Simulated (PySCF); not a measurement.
Molfile (atoms numbered from 1):
```
C2H8Si
     RDKit          3D

 11 10  0  0  0  0  0  0  0  0999 V2000
    1.4897    0.5482   -0.2089 C   0  0  0  0  0  0  0  0  0  0  0  0
    0.1217   -0.7345    0.0448 Si  0  0  0  0  0  4  0  0  0  0  0  0
   -1.5663    0.0882    0.1610 C   0  0  0  0  0  0  0  0  0  0  0  0
    2.2190    0.5280    0.6146 H   0  0  0  0  0  0  0  0  0  0  0  0
    1.0673    1.5637   -0.2587 H   0  0  0  0  0  0  0  0  0  0  0  0
    2.0383    0.3672   -1.1453 H   0  0  0  0  0  0  0  0  0  0  0  0
    0.3718   -1.5160    1.2990 H   0  0  0  0  0  0  0  0  0  0  0  0
    0.1210   -1.7154   -1.0883 H   0  0  0  0  0  0  0  0  0  0  0  0
   -2.3635   -0.6529    0.3248 H   0  0  0  0  0  0  0  0  0  0  0  0
   -1.5898    0.8031    0.9988 H   0  0  0  0  0  0  0  0  0  0  0  0
   -1.8003    0.6401   -0.7630 H   0  0  0  0  0  0  0  0  0  0  0  0
  1  2  1  0
  2  3  1  0
  1  4  1  0
  1  5  1  0
  1  6  1  0
  2  7  1  0
  2  8  1  0
  3  9  1  0
  3 10  1  0
  3 11  1  0
M  END
```

No solvent, relativity neglected, one computed conformer, fast rotation and ring inversion assumed for equivalent nuclei. PBE0/pcSseg-1 with gauge-including orbitals; coordinates at the PBE0-D3(BJ)/def2-SVP level; PySCF 2.14.0 with density-fitted response routines.

Referencing at the same level of theory: $^{13}$C and $^{1}$H and $^{29}$Si vs TMS.

| atoms | nucleus | count | δ (ppm) |
| --- | --- | --- | --- |
| H4/H5/H6/H9/H10/H11 | $^{1}$H | 6 | ? |
| H7/H8 | $^{1}$H | 2 | ? |
| Si2 | $^{29}$Si | 1 | -41.5 |
| C1/C3 | $^{13}$C | 2 | -7.0 |

Fill in the missing shifts.

Results:


- H7/H8: 4.11 ppm, hydrogen on a silicon bonded to 2 C
- H4/H5/H6/H9/H10/H11: 0.17 ppm, hydrogen on a methyl carbon bonded to Si; an electropositive neighbour shields it, as in TMS itself

Shifts are as computed. Against solution values, carbons near 30 ppm lie about +2 ppm off and those near 130 ppm about +5 ppm. Of 1211 compounds with measured shifts, 218 miss one by over three times the rms of a fit or turn the order of signals round; such compounds aren't used in these exercises.
